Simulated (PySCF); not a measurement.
A geometry optimisation, step by step.

PH₃.
SMILES with atom numbers: `[PH3:1]` (hydrogens: H2, H3, H4 on P1)

Method: PBE0-D3(BJ)/def2-SVP geometry optimisation, gas phase in PySCF 2.14.0; density fitting, grid level 1; the optimiser is geomeTRIC in internal coordinates, started from a GFN2-xTB structure with every atom displaced at random (about 0.01 Å). The frame can shift and turn from step to step; on so coarse a grid that alone can change the energy by a few meV, and forces under 0.02 eV/Å are noise.

Step 0: E = -9330.5998 eV, largest atomic force 1.987 eV/Å
```
atom  x, y, z in Å  |  force x, y, z in eV/Å
P1      0.019   -0.022    0.575   -0.637   0.886   1.660
H2     -0.564    1.004   -0.208   -0.166   0.276  -0.047
H3      1.138   -0.019   -0.198    1.513   0.009  -0.852
H4     -0.555   -0.989   -0.202   -0.709  -1.171  -0.762
```

Step 1: E = -9330.7024 eV, largest atomic force 0.575 eV/Å
```
atom  x, y, z in Å  |  force x, y, z in eV/Å
P1      0.023   -0.038    0.488    0.124  -0.133  -0.545
H2     -0.601    1.024   -0.249    0.055  -0.093   0.086
H3      1.211   -0.003   -0.342   -0.325  -0.011   0.247
H4     -0.596   -1.057   -0.332    0.146   0.237   0.212
```

Step 2: E = -9330.7103 eV, largest atomic force 0.125 eV/Å
```
atom  x, y, z in Å  |  force x, y, z in eV/Å
P1      0.025   -0.040    0.480    0.037  -0.037  -0.114
H2     -0.598    1.020   -0.248   -0.001   0.001   0.013
H3      1.200   -0.004   -0.339   -0.058  -0.001   0.056
H4     -0.590   -1.050   -0.329    0.022   0.037   0.045
```

Step 3: E = -9330.7106 eV, largest atomic force under 0.02 eV/Å
```
atom  x, y, z in Å  |  force x, y, z in eV/Å
P1      0.026   -0.041    0.476   -0.002   0.004   0.002
H2     -0.599    1.021   -0.247    0.000  -0.001   0.002
H3      1.199   -0.004   -0.337    0.004   0.000  -0.002
H4     -0.590   -1.049   -0.327   -0.002  -0.003  -0.002
```

Question: Summarise the path.

Answer: The energy falls by 10.69 kJ/mol from step 0 to step 3; nine tenths of that is first reached at step 1. It falls at every step. The largest force goes from 1.987 to under 0.02 eV/Å. Among the bonds P1–H3 changes most, from 1.360 to 1.429 Å; the atoms move by 0.051 Å rms after alignment.

Question: Follow the three bonds and two angles with the largest change from start to end.

Answer: 
```
step  E above end (kJ/mol)  largest force (eV/Å)  P1–H3 (Å)  P1–H4 (Å)  P1–H2 (Å)  H2–P1–H3 (°)  H3–P1–H4 (°)
   0                 10.69                 1.987      1.360      1.366      1.416          91.3          91.4
   1                  0.79                 0.575      1.450      1.447      1.436          92.5          92.5
   2                  0.03                 0.125      1.433      1.432      1.429          92.8          92.7
   3                  0.00            under 0.02      1.429      1.429      1.429          93.0          93.0
```

What follows is the cost of the whole optimisation. Time: 1.8 s wall; peak memory 0.24 GiB. Hardware: one thread of an Intel Xeon at 2.60 GHz (shared host).
